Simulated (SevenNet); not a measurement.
A-type hexagonal La₂O₃

Method: the machine-learned potential SevenNet-0 (trained on PBE and PBE+U data).

Cell (relaxed at this level):

La₂O₃ is taken in the trigonal space group P-3m1 (No. 164), Pearson symbol hP5. Cell: a = 3.938 Å, b = 3.938 Å, c = 6.185 Å, α = 90.00°, β = 90.00°, γ = 120.00°. La on 2d has 4 O at 2.368–2.463 Å and 3 O at 2.740 Å. O1 on 1a is surrounded by 6 La at 2.740 Å (octahedral). O2 on 2d is coordinated by 4 La at 2.368–2.463 Å (tetrahedral). (Neighbours: up to the widest gap in distance over summed covalent radii, below 1.35, at either atom; cation-cation and far metal-metal contacts left out.)

| Property | Result |
|---|---|
| lattice parameter a | 3.938 Å |
| lattice parameter c | 6.185 Å |
| volume per atom | 16.62 Å³/atom |

Measured, for comparison: lattice constant a 3.934 Å (300 K, no zero-point or thermal correction, our sources range from 3.934 to 3.940; as tabulated in Santana et al. (2016), arXiv:1608.06321); lattice parameter c 6.13 Å (temperature not stated, no zero-point or thermal correction; as tabulated in Rustad et al. (2011), arXiv:1107.4261); equilibrium volume per atom 16.44 Å³/atom (room temperature, no zero-point or thermal correction, equation of state from high-pressure X-ray diffraction; as tabulated in Ibáñez et al. (2020), arXiv:2005.12956). Computed (rounded) less measured: lattice constant a +0.1 % (inside the range of the sources held), lattice parameter c +0.9 %, equilibrium volume per atom +1.1 %.

A machine-learned potential is trained on density-functional data: it inherits that level's misses and adds fitting errors of its own.

Note: the model gives imaginary modes for this phase (in the spectrum interpolated from a supercell).
